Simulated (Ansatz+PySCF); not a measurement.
singlet CH3BO: levels of theory in one basis

```yaml
atoms:
  - { symbol: B, position_ang: [0.0459, 0.0052, -1.3555] }
  - { symbol: C, position_ang: [-0.0220, 0.0415, 0.1996] }
  - { symbol: O, position_ang: [0.0075, -0.0426, 1.3397] }
  - { symbol: H, position_ang: [-0.0123, -1.1327, -1.6461] }
  - { symbol: H, position_ang: [-1.0127, 0.5534, -1.6755] }
  - { symbol: H, position_ang: [1.0223, 0.5471, -1.6685] }
```

Basis set: def2-SVP (spherical functions). Correlated methods keep 3 orbitals frozen. Charge 0, multiplicity 1.

Computed with Ansatz (development build ahead of 0.2.0); each method stands on the lowest determinant of its kind that the runs found.

```
     method  E − E(RHF) (eV)  <S²> of the determinant
        RHF             0.00                     0.00
    RHF-MP2           -11.16                        –
RHF-CCSD(T)           -12.19                        –
```

(1) What does RHF-CCSD give on the same scale?

(2) Is a single determinant a sound starting point here?

Answers

(1) -11.76 eV.

(2) By this sign, yes. Unrestricted orbitals gain 0.00 eV and <S²> is 0.00 against 0.00 for a pure state.
